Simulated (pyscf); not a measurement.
F–SiH: (SMILES F[SiH]) [singlet] + HF (SMILES F) -> F–SiH: (SMILES F[SiH]) [singlet] + HF (SMILES F) (four-centre exchange; singlet surface; F–Si, F–H broken, F–Si, F–H formed). Single points on ωB97X-D3(BJ)/def2-SVP structures (PySCF, gas phase). Correlated levels are frozen-core, on RHF or UHF. ΔMP2 is the change of the MP2 total energy from the triple- to the quadruple-zeta basis. Energies in kJ/mol from the separated reactants.

| level | barrier | reaction energy |
|---|---|---|
| r²SCAN/def2-TZVP | -1.8 | 0.0 |
| PBE0-D3(BJ)/def2-TZVP | 4.1 | 0.0 |
| M06-2X/def2-TZVP | 9.4 | 0.0 |
| ωB97M-D3(BJ)/def2-TZVP | 11.2 | 0.0 |
| HF/def2-TZVP | 72.8 | 0.0 |
| MP2/def2-QZVPP | ___ | 0.0 |
| CCSD(T)/def2-TZVPP + ΔMP2(QZVPP) | ___ | 0.0 |

What belongs in the gaps?


- MP2/def2-QZVPP, barrier: 19.5
- CCSD(T)/def2-TZVPP + ΔMP2(QZVPP), barrier: 25.7

Of the functionals in the table, ωB97M-D3(BJ) is closest to CCSD(T)/def2-TZVPP + ΔMP2(QZVPP) in the barrier (14.5 kJ/mol apart) and r²SCAN least close (27.5 kJ/mol); that level has limits of its own. On the reactant side the descent ends in a complex, 27.6 kJ/mol under the separated species and 38.8 kJ/mol under the saddle at ωB97X-D3(BJ)/def2-TZVP. On the product side the descent ends in a complex, 27.6 kJ/mol under the separated species and 38.7 kJ/mol under the saddle at ωB97X-D3(BJ)/def2-TZVP. At r²SCAN the saddle lies under the separated reactants, which points to a path from their complex (located at ωB97X-D3(BJ) alone). At r²SCAN the saddle lies under the separated products, which points to a path from their complex (located at ωB97X-D3(BJ) alone). At ωB97X-D3(BJ) the barrier from the zero used here is 11.2 kJ/mol. This is the saddle that the search found; another between the same sides may lie lower. The CCSD(T) − MP2 part came from Ansatz, without density fitting, on the same reference.
